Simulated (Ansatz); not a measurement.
Basis sets compared for Al(H2O)H3 (AlOH5). Total charge 0; singlet. Geometry PBE-D4/def2-TZVP. Ansatz on 4 threads of Arm Neoverse V1 on a shared host; times are rough, and most runs start from earlier orbitals.

```xyz
7

Al    0.546    0.611    0.365
O    -0.688   -0.602   -0.759
H    -1.541   -0.679   -0.293
H    -0.322   -1.503   -0.828
H     1.169    1.592   -0.735
H     1.478   -0.571    0.940
H    -0.643    1.151    1.309
```

Binding counts from free atoms (Al doublet, O triplet, H doublet) in the same basis, without a counterpoise term.

```json
{"level": "PBE-D4/def2-SVP", "functions": "57", "energy (Eh)": "-320.2802", "HOMO (eV)": "-6.26", "LUMO (eV)": "-1.29", "binding per atom (eV)": "2.84", "wall time": "0.3 s"}
{"level": "PBE0-D4/def2-SVP", "functions": "57", "energy (Eh)": "-320.3128", "HOMO (eV)": "-7.56", "LUMO (eV)": "-0.38", "binding per atom (eV)": "2.81", "wall time": "0.35 s"}
```

Task: Estimate the rows for PBE-D4/def2-TZVP, PBE0-D4/def2-TZVP (with forces).

Result: 
```tsv
level	functions	energy (Eh)	HOMO (eV)	LUMO (eV)	binding per atom (eV)	wall time
PBE-D4/def2-TZVP	98	-320.4628	-6.34	-1.65	2.83	0.51 s
PBE0-D4/def2-TZVP (with forces)	98	-320.4919	-7.61	-0.77	2.80	1.1 s
```
